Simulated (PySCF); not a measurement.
SiH3 (charge +1).
Structure used (PBE0-D3(BJ)/def2-SVP), in Å, numbered top down from 1:
```
atom  x, y, z in Å
Si1    0.0052    0.0024   -0.0104
H2    -0.1431    1.4739   -0.0141
H3    -1.1926   -0.8614    0.0709
H4     1.3510   -0.6054   -0.0920
```

Level: PBE0/pcSseg-1 in PySCF, non-relativistic, on one gas-phase PBE0-D3(BJ)/def2-SVP geometry that isn't relaxed in the solvent. The solvent is an IEF-PCM continuum (Bondi radii, 1.10 Å for H, scaled by 1.2). Specific hydrogen bonds and non-electrostatic terms are outside this model.

Gas phase at PBE0/pcSseg-1: HOMO -17.68 eV, LUMO -10.26 eV.

Problem. What does the continuum do to the energy and the frontier levels at PBE0/pcSseg-1 in chloroform and dichloromethane?

Solution. 
```json
{"solvent": "chloroform", "ε": "4.711", "E(solvent) − E(gas) (kcal/mol)": "-52.76", "polarisation term (kcal/mol)": "-52.77", "distortion of the solute (kcal/mol)": "0.01", "HOMO (eV)": "-13.22", "LUMO (eV)": "-5.77"}
{"solvent": "dichloromethane", "ε": "8.93", "E(solvent) − E(gas) (kcal/mol)": "-59.44", "polarisation term (kcal/mol)": "-59.46", "distortion of the solute (kcal/mol)": "0.02", "HOMO (eV)": "-12.66", "LUMO (eV)": "-5.20"}
```

The polarisation term is half the interaction of the solute with the surface charges that it induces; the rest is the cost of distorting the solute's density. The sum is the electrostatic part of solvation alone. From chloroform to dichloromethane the lowering changes by a factor 1.13, Born's factor 1 − 1/ε by 1.13 and ε itself by 1.9.

Problem. Which radius a makes Born's formula ΔE = −(q²/2a)(1 − 1/ε) give the value in dichloromethane?

Solution. a = q²(1 − 1/ε)/(2|ΔE|) = 2.48 Å, with q = +1 e and |ΔE| = 0.0947 Eh; the farthest nucleus lies 1.48 Å from the centroid of the nuclei. The formula assumes a point charge at the centre of a sphere.
